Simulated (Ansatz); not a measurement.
B2F. Charge 0, multiplicity 2. Geometry relaxed at PBE0-D4/def2-TZVP.

```xyz
3

B    -0.018    0.113    0.112
B     0.438   -1.379    0.165
F    -0.421    1.265   -0.277
```

The charge 0 doublet is spin-contaminated (final ⟨S²⟩ up to 1.65, 0.75 for a pure state). At PBE0-D4/def2-TZVP a quartet of charge 0 lies 0.62 eV below the doublet, each at its own geometry. The structure comes from a short search, and lower isomers may exist.

**Question.** Estimate the harmonic wavenumbers at UKS PBE0-D4/def2-TZVP (Ansatz, unscaled). Is this a minimum?

**Answer.** 311, 740, 1491 cm⁻¹. Yes, no mode is imaginary beyond noise. Zero-point energy 15.2 kJ/mol. Hardware: 4 threads of Arm Neoverse V1 on a shared host. Wall time 6.5 s.
